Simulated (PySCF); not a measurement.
Species: BH₇NSi (charge -1).
Geometry (PBE0-D3(BJ)/def2-SVP, Å), atoms numbered from 1 in this order:
```xyz
10
BH7NSi angstrom
B      1.4478    0.3187    0.2217
N      0.3119   -0.5419   -0.4232
Si    -1.3079   -0.1972   -0.0809
H      2.4016    0.4892   -0.5734
H      0.9587    1.4382    0.5056
H      1.8925   -0.1881    1.2830
H      0.5390   -1.5119   -0.6140
H     -2.2185   -1.2286   -0.7280
H     -1.7707    1.1352   -0.6131
H     -1.7787   -0.1829    1.3665
```

Computed at PBE0/pcSseg-1 (PySCF, non-relativistic), with Q(11B) = 0.04059 b, Q(14N) = 0.02044 b: B1, 11B (I = 3/2): χzz = 0.806 MHz, η = 0.126; N2, 14N (I = 1): χzz = -3.705 MHz, η = 0.578.

Question: Where would the pure quadrupole (NQR) lines of 11B at B1 fall for the rigid, isolated species?

Answer: From ν = (|χ|/2)√(1 + η²/3): ν = 0.404 MHz (four-coordinate boron).

Question: Find the zero-field quadrupole resonance frequencies of 14N at N2.

Answer: From ν± = (3/4)|χ|(1 ± η/3) and ν0 = |χ|η/2: ν+ 3.314 MHz, ν− 2.244 MHz, ν0 1.070 MHz (silicon-bound nitrogen).

In a crystal, neighbours and librations shift these lines. The pcSseg-1 basis has no diffuse functions, a weakness for an anion. With a basis this small, the couplings can be 20 % off.
